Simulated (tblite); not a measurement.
C4H5N2 (doublet state).
Cartesian coordinates in Å at the GFN2-xTB level; atoms count from 1:
```
atom  x, y, z in Å
N1    -2.678    0.655   -0.658
C2    -1.685    0.474    0.020
C3    -0.543   -0.501   -0.270
C4     0.772    0.232   -0.273
C5     1.922   -0.268    0.465
N6     1.344    0.679    1.042
H7    -1.497    1.025    0.953
H8    -0.725   -0.973   -1.237
H9    -0.557   -1.261    0.516
H10    0.927    0.904   -1.111
H11    2.724   -0.963    0.528
```

The geometry is computed with GFN2-xTB (gas phase). This method treats the open shell by occupation alone, without spin polarisation.

Take the most abundant isotopes and a rigid rotor. The values belong to one conformer with, in the numbering `[N:1]=[CH:2][CH2:3][C@@H:4]1[CH:5]=[N:6]1`, N1–C2–C3–C4 125°, C2–C3–C4–C5 132°.

Give the principal moments of inertia and the rotational constants in cm⁻¹.

Ia = 35.41, Ib = 249.92, Ic = 266.00 u·Å²; 505379 MHz·u·Å²/I gives 14270, 2022 and 1900 MHz, that is A = 0.47601, B = 0.06745, C = 0.06337 cm⁻¹.

What kind of rotor is it?

A near-prolate asymmetric top. Ray's parameter κ = (2B − A − C)/(A − C) = -0.980; −1 is the prolate and +1 the oblate limit.

Is it planar, by Δ = Ic − Ia − Ib?

Not planar: Δ = Ic − Ia − Ib = -19.33 u·Å². For a rigid frame Δ = −2 Σ m c², so Σ m c² = 9.67 u·Å² lies off the ab plane: 4.71 from hydrogen and 4.96 from heavier atoms. The atom farthest from that plane is 1.57 Å away.

Give the other two planar moments, Paa and Pbb, and the rms extents of the mass along the axes.

Paa = Σ m a² = (Ib + Ic − Ia)/2 = 240.26 and Pbb = Σ m b² = (Ia + Ic − Ib)/2 = 25.75 u·Å². With the mass M = 81.05 u, the rms extents √(P/M) along a, b and c are 1.72, 0.56, 0.35 Å.

List the rotational levels J(Ka,Kc) to J = 2 (K).

Above 0(0,0), as E/k:
J = 1: 1(0,1) 0.188, 1(1,1) 0.776, 1(1,0) 0.782
J = 2: 2(0,2) 0.565, 2(1,2) 1.147, 2(1,1) 1.164, 2(2,1) 2.928, 2(2,0) 2.928

Estimate the classical rotational partition function at 10 K, 200 K and 298.15 K.

Point group C1, symmetry number σ = 1; q = (√π/σ)·√((kT/h)³/(ABC)), k/h = 20836.6 MHz/K: 720 at 10 K, 64400 at 200 K, 117000 at 298.15 K.

For this open shell read J as N, the rotation without spin; fine and hyperfine splittings come on top. Its GFN2-xTB frequencies are all real (lowest 55 cm⁻¹). No vibrational averaging or centrifugal distortion is included, and the geometry carries the error of its method.
